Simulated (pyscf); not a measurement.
•H₂C–SH (SMILES [CH2]S) -> H₃C–S• (SMILES C[S]), a hydrogen shift (doublet surface; H–S broken, C–H formed). PySCF, gas phase, ωB97X-D3(BJ)/def2-SVP geometries. MP2 and CC: frozen core, UHF for open shells. ΔMP2 is the change of the MP2 total energy from the triple- to the quadruple-zeta basis. Energies in kcal/mol from the reactant's lowest minimum found.

Small-basis levels: PySCF, no dispersion term, spherical d functions. Open shells are spin-unrestricted. 

Task: Quick MP2/6-31G* single points give ΔE‡ = 32.1 kcal/mol and ΔE = -19.0 kcal/mol. What does CCSD(T)/def2-TZVPP + ΔMP2(QZVPP) give, and how far is the quick result from it?

Result: CCSD(T)/def2-TZVPP + ΔMP2(QZVPP) gives ΔE‡ = 30.0 kcal/mol and ΔE = -10.6 kcal/mol. MP2/6-31G* lies 2.1 kcal/mol over it in the barrier and 8.5 kcal/mol under it in the reaction energy, so on this step it does not hold to within 3.0 kcal/mol. CCSD(T)/def2-TZVPP + ΔMP2(QZVPP) has limits of its own. One saddle was located; it need not be the lowest between these sides. The CCSD(T) − MP2 part came from Ansatz, without density fitting, on the same reference.
